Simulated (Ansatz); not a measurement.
Born–Oppenheimer molecular dynamics of C$_{6}$H$_{6}$ (12 atoms, charge 0, multiplicity 1). It starts from a relaxed structure.

Theory: UKS PBE0/STO-3G (Ansatz).

| Item | Value |
| --- | --- |
| ensemble | NVE (velocity Verlet) |
| time step | 0.5 fs |
| steps asked | 195 |
| starting velocities drawn for | 400 K |
| masses | H 3.016 u |
| seed | 423012 |

First frame:

```xyz
12
Properties=species:S:1:pos:R:3
C -2.652 -0.483 -1.020
C -1.490 -0.677 -0.784
C -0.063 -0.916 -0.496
C 0.433 -1.114 0.926
C 0.735 0.038 0.389
C 1.357 1.399 0.445
H -3.693 -0.311 -1.234
H 0.457 -1.437 -1.318
H 0.455 -1.803 1.769
H 2.122 1.504 -0.340
H 0.592 2.172 0.274
H 1.826 1.572 1.423
```

(1) What does the run give?

(2) What happens to the structure?

(3) How do temperature and energy run in time?

Answers

(1) The run went to its last step.

```
steps done                                               : 195
time covered                                             : 97.5 fs
mean temperature over the second half                    : 181 K
spread of the potential energy over the second half      : 2.7 meV per atom
mean potential energy of the second half above the start : 23.6 meV per atom
```

The conserved energy stayed within 0.093 meV per atom of its start (net change 0.053 meV per atom), so the integration is sound. The temperature averaged 0.45 of the 400 K drawn at the start: a run that starts near a minimum puts about half its kinetic energy into the potential. A run of 0.098 ps of so small a system gives no equilibrium averages. Limits of this set-up: minimal basis.

(2) The same pairs are bonded in the first frame and the last. Pairs count as bonded within 1.25 times the sum of covalent radii (0.12 Å more for H–H). This is one draw of velocities; another would differ in detail.

(3) 
```tsv
time (fs)	T (K)	potential energy less start (eV)	conserved less start (meV/atom)
0.0	400	0.000	0.00
8.0	204	0.255	0.06
16.0	207	0.251	0.07
24.0	247	0.199	0.05
32.0	144	0.333	0.08
40.0	189	0.273	0.05
48.0	206	0.251	0.03
56.0	170	0.298	0.07
64.0	216	0.239	0.08
72.0	150	0.323	0.07
80.0	160	0.312	0.08
88.0	167	0.303	0.07
96.0	178	0.288	0.05
```

The run took 10 min on 1 thread of Arm Neoverse V2, with other jobs on the host, peak memory 0.13 GiB.
